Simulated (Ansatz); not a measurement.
# C6H5 radical: energies up the ladder

The task, for C6H5 radical: energies up the ladder. Spin multiplicity 2.

Method: the levels named in each step, in Ansatz 0.2.0.

## Step 1: Starting point

Bond lengths: C1–C2 1.362 Å, C2–C3 1.394 Å, C3–C4 1.385 Å, C4–C5 1.383 Å, C1–C6 1.364 Å, C5–C6 1.394 Å, C2–H7 1.080 Å, C3–H8 1.081 Å, C4–H9 1.081 Å, C5–H10 1.081 Å, C6–H11 1.080 Å. Angles (14 of 16 angles, heavy atoms first): C1–C2–C3 117.3°, C2–C1–C6 125.0°, C2–C3–C4 119.8°, C3–C4–C5 120.8°, C4–C5–C6 119.9°, C1–C6–C5 117.2°, C1–C2–H7 122.2°, C3–C2–H7 120.5°, C2–C3–H8 119.6°, C4–C3–H8 120.6°, C3–C4–H9 119.6°, C5–C4–H9 119.6°, C4–C5–H10 120.5°, C6–C5–H10 119.6°.

Coordinates:

```xyz
11

C    -1.3250    0.3344    0.0222
C    -0.4199    1.3527    0.0184
C     0.9304    1.0068   -0.0051
C     1.2990   -0.3278   -0.0233
C     0.3429   -1.3272   -0.0169
C    -1.0102   -0.9928    0.0064
H    -0.7198    2.3897    0.0326
H     1.6807    1.7847   -0.0104
H     2.3469   -0.5925   -0.0437
H     0.6357   -2.3675   -0.0296
H    -1.7654   -1.7644    0.0104
```

## Step 2: A rough first relaxation, PBE-D4/def2-SVPD

input.yaml reads:

```yaml
crystal:
  periodic: [false, false, false]
  atoms:
    - { symbol: C, position_ang: [-1.32502, 0.33443, 0.02219] }
    - { symbol: C, position_ang: [-0.4199, 1.35266, 0.01837] }
    - { symbol: C, position_ang: [0.9304, 1.00682, -0.00511] }
    - { symbol: C, position_ang: [1.29898, -0.32782, -0.02326] }
    - { symbol: C, position_ang: [0.34295, -1.3272, -0.01691] }
    - { symbol: C, position_ang: [-1.01024, -0.99283, 0.00636] }
    - { symbol: H, position_ang: [-0.71978, 2.38972, 0.03259] }
    - { symbol: H, position_ang: [1.68073, 1.7847, -0.01044] }
    - { symbol: H, position_ang: [2.34688, -0.59249, -0.0437] }
    - { symbol: H, position_ang: [0.63569, -2.36752, -0.02962] }
    - { symbol: H, position_ang: [-1.76537, -1.76444, 0.01039] }
magnetization:
  spin_polarized: true
  initial_magnetization: 1
basis:
  gaussian: { orbitals: def2-SVPD }
hamiltonian:
  xc: pbe
  dispersion: d4
relax:
  f_tol: 0.03
  max_steps: 200
```

Command:

```bash
> ansatz run input.yaml --threads 8 --pin off --max-ram 22528MiB --backend cpu --events-out ev --progress --plain --runs-dir out
```

The runs that follow: Relaxation, PBE0-D4/def2-TZVPPD; Frequencies, PBE0-D4/def2-TZVPPD; Single point, PBE-D4/def2-TZVPPD; Single point, r2SCAN-D4/def2-TZVPPD; Single point, B3LYP-D4/def2-TZVPPD; Single point, wB97M-V/def2-TZVPPD; Single point, B2PLYP/def2-TZVPPD; Single point, LDA/def2-TZVPPD; Single point, PBE0-D4/def2-SVPD; Single point, PBE-D4/def2-SVPD; The anion of multiplicity 1 at the same geometry, PBE0-D4/def2-TZVPPD; The anion of multiplicity 1 at the same geometry, PBE-D4/def2-TZVPPD; The anion of multiplicity 1 at the same geometry, r2SCAN-D4/def2-TZVPPD; The anion of multiplicity 1 at the same geometry, B3LYP-D4/def2-TZVPPD; The anion of multiplicity 1 at the same geometry, wB97M-V/def2-TZVPPD; The anion of multiplicity 1 at the same geometry, B2PLYP/def2-TZVPPD.

Q: Predict the outcome of this session. Wanted: C1–C2 at PBE0-D4/def2-TZVPPD; C1–C6 at PBE0-D4/def2-TZVPPD; C2–C3 at PBE0-D4/def2-TZVPPD; frequencies at PBE0-D4/def2-TZVPPD; vertical electron affinity, B2PLYP/def2-TZVPPD.

**Answer**, as computed:

| quantity | value |
| --- | --- |
| C1–C2 at PBE0-D4/def2-TZVPPD | 1.368 Å |
| C1–C6 at PBE0-D4/def2-TZVPPD | 1.368 Å |
| C2–C3 at PBE0-D4/def2-TZVPPD | 1.395 Å |
| frequencies at PBE0-D4/def2-TZVPPD | 401 to 3213 cm⁻¹ |
| vertical electron affinity, B2PLYP/def2-TZVPPD | 0.558 eV |

No mode is imaginary, so the geometry is a minimum. For the vertical electron affinity, PBE-D4/def2-TZVPPD comes nearest to B2PLYP/def2-TZVPPD (+0.05 eV) and r2SCAN-D4/def2-TZVPPD is farthest (-0.19 eV).
